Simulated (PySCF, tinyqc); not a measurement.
Worked calculation: FCI on RHF in the sto-3g basis, frozen core, for HF, spin multiplicity 1. The lowest restricted solution is unstable here: a spin-polarised one lies 0.0110 hartree lower (PySCF). One step of it, computed by the program tinyqc.

Problem. FCI: determinants and Hamiltonian. Slater-Condon rules over spin orbitals, with the nuclear repulsion and the energy of the frozen orbital added and E(HF) subtracted on the diagonal. Only determinants linked to the reference directly or through others are kept (one block of an abelian symmetry group), so some states are absent.

one-electron integrals dressed by the frozen orbital, h + 2 (pq|11) - (p1|1q) (hartree), lower triangle:
```
           2          3          4          5          6
2  -6.724529
3   0.000000  -6.090427
4   0.000000   0.000000  -6.090427
5   0.252948   0.000000   0.000000  -4.950800
6   0.448854   0.000000   0.000000   1.476717  -4.306178
```

energy of the frozen orbital, 2 h_11 + (11|11) = -75.45762660 hartree

Two-electron integrals over orbitals (pq|rs), unique and non-zero (hartree); the lowest 1 orbital is frozen and left out:
```
(22|22) 0.876491    (32|32) 0.190435    (33|22) 0.897560    (33|33) 0.997514
(42|42) 0.190435    (43|43) 0.053770    (44|22) 0.897560    (44|33) 0.889973
(44|44) 0.997514    (52|22) -0.045661   (52|33) -0.061716   (52|44) -0.061716
(52|52) 0.130051    (53|32) -0.025174   (53|53) 0.033806    (54|42) -0.025174
(54|54) 0.033806    (55|22) 0.679766    (55|33) 0.665818    (55|44) 0.665818
(55|52) -0.010770   (55|55) 0.662773    (62|22) -0.077027   (62|33) -0.076661
(62|44) -0.076661   (62|52) -0.080577   (62|55) -0.020765   (62|62) 0.091303
(63|32) -0.025742   (63|53) -0.023150   (63|63) 0.028657    (64|42) -0.025742
(64|54) -0.023150   (64|64) 0.028657    (65|22) -0.248317   (65|33) -0.254428
(65|44) -0.254428   (65|52) 0.075136    (65|55) -0.089249   (65|62) 0.032602
(65|65) 0.240807    (66|22) 0.631705    (66|33) 0.617331    (66|44) 0.617331
(66|52) 0.041582    (66|55) 0.641189    (66|62) -0.050416   (66|65) -0.027950
(66|66) 0.665319
```

nuclear repulsion = 3.63002660 hartree

Hartree-Fock energy = -98.48430261 hartree

Give: determinants; H - E(HF) between determinants.

Solution.

Occupation strings over the orbitals (2 doubly, a alpha, b beta, 0 empty; spin orbitals ordered 1a 1b 2a 2b ...): 222220 2222ab 2a222b 2222ba 2b222a 222202 2a22b2 222022 220222 2b22a2 202222

H - E(HF) between determinants (hartree), lower triangle:
```
        222220  2222ab  2a222b  2222ba  2b222a  222202  2a22b2  222022
222220   0.000
2222ab   0.000   0.382
2a222b   0.000  -0.009   1.188
2222ba   0.000  -0.241  -0.033   0.382
2b222a   0.000  -0.033  -0.091  -0.009   1.188
222202   0.241   0.061  -0.075  -0.061   0.075   0.810
2a22b2  -0.033   0.075  -0.220  -0.030   0.081   0.061   1.643
222022   0.029   0.023   0.026  -0.023  -0.026   0.034   0.025   0.818
220222   0.029   0.023   0.026  -0.023  -0.026   0.034   0.025   0.054
2b22a2   0.033  -0.030   0.081   0.075  -0.220  -0.061  -0.130  -0.025
202222   0.091   0.081   0.027  -0.081  -0.027   0.130   0.096   0.190

        220222  2b22a2  202222
220222   0.818
2b22a2  -0.025   1.643
202222   0.190  -0.096   2.655
```
